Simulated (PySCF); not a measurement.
Gas-phase reaction: 2 BF + BHF₂ ⇌ BH + 2 BF₂

Computed with PySCF and rigid-rotor harmonic-oscillator thermochemistry at 1 bar. The comparison is the NASA 1993 polynomial table, which mixes measured and estimated data. After a fit of one offset per element over all species, the range-separated, M06-2X, PBE0/def2-QZVP and CCSD(T)/def2-TZVPP enthalpies, where run, lie to one side of the table for BF₂ (+92 kJ/mol): a fault of the table's entry, another state or a shared error of the levels is possible; this was not checked at source. † marks an energy on the PBE0/def2-TZVP geometry and frequencies; other levels use their own. Open shells (unrestricted): BF₂ (multiplicity 2); the rest are closed-shell singlets. For this reaction the table lies outside the span of B3LYP, CCSD(T), M06-2X, MP2, PBE0, r2SCAN, ωB97M-V, ωB97X-V in their largest bases here; which side is off was not settled. The table's entry may be an old estimate for BF, BHF₂, BH, BF₂ (not checked at source).

PBE0/def2-TZVP gives ΔH°(298 K) = 361.7 kJ.

### Question
What does r2SCAN/def2-TZVP† give, and where does the table lie?

### Answer
r2SCAN/def2-TZVP†: 349.0 kJ. Table: 228.4 kJ.
